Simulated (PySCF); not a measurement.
Reaction (SMILES): PP (P2H4) + [H][H] (H2) → 2 P (PH3)
B3LYP-D3(BJ)/def2-TZVP geometries, fixed; electronic energies without zero-point terms.
Largest species:
```
P
H 1 1.4206
H 1 1.4206 2 92.33
P 1 2.2503 2 93.65 3 -93.89
H 4 1.4206 1 93.65 2 -86.71
H 4 1.4206 5 92.33 1 93.89
```
Charge 0, spin multiplicity 1.

Effect of the auxiliary basis of density fitting at M06-2X/aug-cc-pV(T+d)Z with PySCF, against the last row, where the energy of full hydrogenation is -4.14 kcal/mol.

```
setting                                fitting functions, largest species  largest shift of a total energy (mEh)  shift of the energy of full hydrogenation (kcal/mol)
-------------------------------------  ----------------------------------  -------------------------------------  ----------------------------------------------------
density fitting: autoaux                                              884                                 -0.007                                                -0.001
density fitting: def2-universal-jkfit                                 328                                 -0.015                                                -0.008
density fitting: cc-pvtz-jkfit                                        362                                  0.034                                                -0.008
density fitting: cc-pvqz-jkfit                                        500                                  0.041                                                 0.001
density fitting: none                                                   -                                  0.000                                                 0.000
```

Within 0.02 kcal/mol in the energy of full hydrogenation: density fitting: autoaux; density fitting: def2-universal-jkfit; density fitting: cc-pvtz-jkfit; density fitting: cc-pvqz-jkfit. The largest shift is 0.041 mEh in a total energy and 0.008 kcal/mol in the difference.
